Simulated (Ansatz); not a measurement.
`C=C(Cl)CC` → 4 C• + Cl• + 7 H•  (atomization)

Isolated molecules relaxed with PBE0-D4/def2-TZVP in Ansatz; ΔE leaves out vibrations. CCSD(T)/CBS is the MP2 limit (def2-TZVPP, def2-QZVPP) plus CCSD(T) − MP2 in def2-TZVPP, frozen cores. This one scheme is used for every species, atoms too. Functionals use def2-TZVPP. HSE06 is defined as in plane-wave codes. Open shells (•) are unrestricted, without spin–orbit coupling. Spin–orbit coupling would lower the free atoms: a little for C, Cl. One conformer a species, not always the lowest.

(1) What is ΔE at CCSD(T)/CBS? (Estimate.)

(2) What do these levels give: B97M-V, HSE06-D4, BHLYP-D4, ωB97X-V, B2PLYP, PBE0? (Estimate.)

Largest T1 diagnostic among the species: 0.010.

## Answers

(1) Ansatz gave: +4753.0 kJ/mol.

(2) The calculation gave: B97M-V 4773.2, HSE06-D4 4807.0, BHLYP-D4 4635.0, ωB97X-V 4757.8, B2PLYP 4711.1, PBE0 4783.0 kJ/mol.

In def2-TZVPP, CCSD(T) changes the Hartree–Fock value by +1091.9 kJ/mol (the triples alone add +69.7 kJ/mol) and MP2 by +1164.1 kJ/mol; breaking electron pairs costs correlation energy, which Hartree–Fock lacks. The D4 term adds +39.3 kJ/mol with B3LYP and +20.6 kJ/mol with PBE0; it sums over pairs of atoms, weighted by their polarisabilities, and B3LYP, whose exchange is more repulsive, gets the larger term. From BLYP to BHLYP (50 % exact exchange), in def2-TZVPP and without D4, ΔE moves by −80.8 kJ/mol: exact exchange takes away binding that semilocal exchange gives to molecules.

B3LYP here is the variant with VWN-RPA as its local correlation; programs differ in this.

For atomizations the MP2-based limit and the directly extrapolated one differ by several kJ/mol either way, and by 10 to 25 for some Ge, Se and Sn compounds, so smaller differences from it don't rank the levels.
